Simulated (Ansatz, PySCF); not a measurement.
System: ammonia, NH$_{3}$, net charge 0, singlet state. 
Structure (B3LYP-D3(BJ)/def2-TZVP (Ansatz, a first-principles code) minimum search):
```
N
H 1 1.0136
H 1 1.0136 2 107.33
H 1 1.0136 2 107.33 3 -115.09
```
Charge 0, spin multiplicity 1.


Property: enthalpy of formation at 298 K (from the atomisation energy, B3LYP-D3(BJ)/def2-TZVP harmonic zero-point and thermal terms from PySCF, and the atoms' enthalpies of formation in the G2/97 table; no spin-orbit terms, and no core term in the frozen-core levels), in kcal/mol. Valence correlation only, unless marked. Open shells are spin-unrestricted. Spin-orbit coupling is left out. No relativistic terms. The coupled-cluster limit lacks core correlation, which all-electron functionals hold. CBS(X,Y): correlation extrapolated as X^-3; Hartree-Fock from the larger set (for Q and 5 zeta extrapolated as (X+1)exp(-9√X)). The bracket is a focal-point correction in the basis named.

Measured: -10.9 kcal/mol (Active Thermochemical Tables 1.112 (ions: stationary electron), as tabulated in the package chemicals); it holds spin-orbit and relativistic effects, which these rows lack, and core correlation, which the frozen-core levels lack.

```
level                                                     program  enthalpy of formation at 298 K (kcal/mol)  error against measurement
-------------------------------------------------  --------------  -----------------------------------------  -------------------------
HF/def2-TZVPPD                                             Ansatz                                       86.6                       97.5
r2SCAN-D3(BJ)/def2-TZVPD                           Ansatz + dftd3                                       -5.6                        5.3
PBE0/def2-QZVPP                                            Ansatz                                       -7.7                        3.2
r2SCANh/def2-TZVPD                                         Ansatz                                       -3.6                        7.3
PW6B95-D3(BJ)/def2-TZVPD                            PySCF + dftd3                                       -8.9                        2.0
HSE06-D3(BJ)/def2-TZVPD                            Ansatz + dftd3                                       -7.0                        3.9
CAM-B3LYP-D4/def2-TZVPD                            Ansatz + dftd4                                      -12.7                       -1.8
CAM-B3LYP/def2-TZVPD                                       Ansatz                                      -12.5                       -1.6
LC-wPBE-D3(BJ)/def2-TZVPD                          Ansatz + dftd3                                       -6.7                        4.2
MP2/aug-cc-pVDZ                                            Ansatz                                       12.0                       22.9
SCS-MP2/cc-pVTZ                                            Ansatz                                       -4.6                        6.3
CCSD/aug-cc-pVQZ                                           Ansatz                                       -4.1                        6.8
CCSD/cc-pVQZ                                               Ansatz                                       -3.0                        7.9
CCSD/CBS(cc-pVTZ,cc-pVQZ)                                  Ansatz                                       -6.2                        4.7
CCSD(T)/6-31G*                                             Ansatz                                       34.1                       45.0
CCSD(T)/cc-pVTZ                                            Ansatz                                       -0.8                       10.1
CCSD(T)/cc-pwCVTZ                                          Ansatz                                       -0.9                       10.0
CCSD(T)/def2-TZVPP                                         Ansatz                                       -1.8                        9.1
CCSD(T)/def2-QZVPPD                                        Ansatz                                       -7.5                        3.4
RI-MP2/CBS(cc-pVTZ,cc-pVQZ)+[CCSD(T)-MP2]/cc-pVQZ          Ansatz                                      -10.5                        0.4
CCSD(T)/CBS(cc-pVQZ,cc-pV5Z)                               Ansatz                                      -10.3                        0.6
```
